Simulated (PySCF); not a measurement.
Molecule: SMILES B=O, BHO.

Bonds (- single, = double, # triple, : aromatic): B1=O2 1.199 Å. B1 carries H3.

Spin–spin couplings on one PBE0-D3(BJ)/def2-SVP geometry, PySCF 2.14.0 with density-fitted response routines, gas phase, non-relativistic, equivalent pairs averaged; isotopes 11B, 1H, 17O; basis pcJ-1.

How do the couplings (Hz) change with the functional? Times are CPU seconds on shared hosts with different chips, so compare them loosely; the GGAs took longer than the global hybrids here, which isn't the general rule, and the cause wasn't traced.

Answers


| functional | functions | 1J(B1,H3) | 1J(B1,O2) | 2J(O2,H3) | core-s |
| --- | --- | --- | --- | --- | --- |
| HF | 64 | 314.8 | -69.5 | 2.2 | 0.34 |
| LDA | 64 | 222.7 | -14.4 | -8.7 | 0.84 |
| PBE | 64 | 258.9 | -16.5 | -8.6 | 1.2 |
| KT2 | 64 | 277.3 | -7.0 | -7.3 | 1.2 |
| B3LYP | 64 | 280.2 | -25.6 | -9.4 | 0.71 |
| PBE0 | 64 | 264.5 | -24.8 | -8.8 | 0.95 |
| B97-2 | 64 | 263.5 | -25.3 | -8.4 | 0.95 |
| BHandHLYP | 64 | 293.9 | -37.9 | -9.2 | 0.97 |
| CAM-B3LYP | 64 | 278.3 | -27.5 | -10.4 | 1.2 |
